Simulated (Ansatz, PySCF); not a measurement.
Species: CH2F2, charge 0, singlet. CH2F2 (SMILES C(F)F).
B3LYP-D3(BJ)/def2-TZVP minimum from Ansatz (a program for electronic structure):
```xyz
5

C      0.0044     0.0053     0.5043
F     -0.0170     1.1024    -0.3021
F      0.0119    -1.1085    -0.2792
H     -0.9025    -0.0002     1.1113
H      0.9218     0.0234     1.0951
```
Charge 0, spin multiplicity 1.

Total energies in hartree (Ansatz). Radicals and triplets start from unrestricted determinants; spin-orbit coupling is neglected. Cores are frozen in correlated methods. No relativity. For partners of very few electrons the exact lower level stands in for a higher one.

```csv
species,HF/cc-pVTZ,CCSD(T)/cc-pVTZ,HF/cc-pVQZ,CCSD(T)/cc-pVQZ,CCSDT(Q)/cc-pVTZ
"1: CH2F2 (difluoromethane, SMILES FCF)",-237.99426,-238.69921,-238.01390,-238.77622,-238.70020
2: C (triplet),-37.69157,-37.78076,-37.69331,-37.78654,-37.78126
3: F (doublet),-99.40552,-99.62036,-99.41377,-99.65026,-99.62061
4: H (doublet),-0.49981,-0.49981,-0.49995,-0.49995,-0.49981
```

### Question
Work out the enthalpy of formation at 298 K (by atomisation, with ideal-gas terms from PySCF's Hessian at B3LYP-D3(BJ)/def2-TZVP and the atoms' measured values of the G2/97 table; no spin-orbit terms) in kcal/mol: take Hartree-Fock from cc-pVQZ, extrapolate the CCSD(T) correlation energy as X^-3 (X = 3, 4), and add CCSDT(Q) - CCSD(T) in cc-pVTZ. The further terms named in the bracket sum to +0.52405 hartree. 1 hartree = 627.51 kcal/mol.

### Answer

Species 1: correlation (64·(-0.76232) - 27·(-0.70495))/37 = -0.80418; step -0.00099; E1 = -238.01390 + (-0.80418) + (-0.00099) = -238.81907
Species 2: correlation (64·(-0.09323) - 27·(-0.08919))/37 = -0.09618; step -0.00050; E2 = -37.69331 + (-0.09618) + (-0.00050) = -37.78999
Species 3: correlation (64·(-0.23649) - 27·(-0.21484))/37 = -0.25229; step -0.00025; E3 = -99.41377 + (-0.25229) + (-0.00025) = -99.66631
Species 4: correlation (64·(0.00000) - 27·(0.00000))/37 = 0.00000; step +0.00000; E4 = -0.49995 + (0.00000) + (+0.00000) = -0.49995
+1·E1 -1·E2 -2·E3 -2·E4 +0.52405 = -0.17251 hartree = -108.3 kcal/mol. Measured: -107.8 kcal/mol, -451.0 kJ/mol (Active Thermochemical Tables 1.112 (ions: stationary electron), as tabulated in the package chemicals); atomic spin-orbit terms, which the calculations lack, would raise the computed values. The composite differs from it by -0.5 kcal/mol; core, relativistic and spin-orbit terms are not in it.
